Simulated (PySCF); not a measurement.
Compound: nitrosyl chloride, ClNO.
Structure used (PBE0-D3(BJ)/def2-SVP), in Å, numbered top down from 1:
```
atom  x, y, z in Å
O1    -1.1402   -0.3141   -0.0031
N2    -0.3434    0.4874   -0.0145
Cl3    1.4896   -0.2082   -0.0016
```

Method used: core-valence-separated Tamm–Dancoff BHandHLYP/aug-pcX-1 (def2-SVPD on Cl) in PySCF, non-relativistic, gas phase, PBE0-D3(BJ)/def2-SVP geometry. Absolute energies from this functional tend to lie a few eV below measured edges; no shift was applied.

(1) List the nitrogen K-edge absorption lines.

(2) List the oxygen K-edge absorption lines.

## Answers

(1) 
| E (eV) | f | core hole on | main final orbital | polarisation |
| --- | --- | --- | --- | --- |
| 397.64 | 0.0865 | N2 | LUMO (96 %) | out of plane |
| 399.77 | 0.0840 | N2 | LUMO+1 (93 %) | in plane |
| 407.72 | 0.0072 | N2 | LUMO+2 (87 %) | in plane |
| 409.01 | 0.0018 | N2 | LUMO+3 (85 %) | in plane |
| 409.07 | 0.0034 | N2 | LUMO+5 (95 %) | out of plane |
| 409.59 | 0.0002 | N2 | LUMO+4 (80 %) | – |
| 410.92 | 0.0001 | N2 | LUMO+9 (79 %) | – |

The first line with a tenth or more of the strongest one's intensity is at 397.64 eV (f = 0.087), with the hole on N2 (nitrogen bonded to Cl and O), polarised out of plane: a 1s→π* resonance. It is also the strongest listed.

(2) 
```json
{"E (eV)": "529.42", "f": "0.0595", "core hole on": "O1", "main final orbital": "LUMO (96 %)", "polarisation": "out of plane"}
{"E (eV)": "533.46", "f": "0.0270", "core hole on": "O1", "main final orbital": "LUMO+1 (95 %)", "polarisation": "in plane"}
{"E (eV)": "538.52", "f": "0.0013", "core hole on": "O1", "main final orbital": "LUMO+2 (91 %)", "polarisation": "in plane"}
{"E (eV)": "540.04", "f": "0.0053", "core hole on": "O1", "main final orbital": "LUMO+3/LUMO+5 (2 roots, f summed)", "polarisation": "mixed"}
{"E (eV)": "540.45", "f": "0.0050", "core hole on": "O1", "main final orbital": "LUMO+4 (55 %)", "polarisation": "in plane"}
{"E (eV)": "541.76", "f": "0.0078", "core hole on": "O1", "main final orbital": "LUMO+9 (87 %)", "polarisation": "in plane"}
```

The first line with a tenth or more of the strongest one's intensity is at 529.42 eV (f = 0.060), with the hole on O1 (oxygen bonded to N), polarised out of plane: a 1s→π* resonance. It is also the strongest listed.

Roots within 0.03 eV whose holes lie on the same, on equivalent or on shared atoms are summed into one line, and the highest roots are left out, as the search may have cut off their partners. Final orbitals are the ground state's empty Kohn–Sham orbitals. A dash: too weak, shared between unlike atoms, or no plane or axis to refer to.

Problem. What is the summed oscillator strength of the listed N K lines, and their intensity-weighted mean energy?

Solution. Σf = 0.183 over 7 lines from 397.64 to 410.92 eV; the weighted mean is 399.36 eV. The strongest line holds 47 % of the sum.

The ionisation thresholds weren't computed; near and above them a finite basis only mimics Rydberg series and continuum.

The run took 1.1 s on an Arm Neoverse V2 with one thread, shared host with 96 logical CPUs at a one-minute load of 44, and the process peaked at 0.34 GiB of memory.
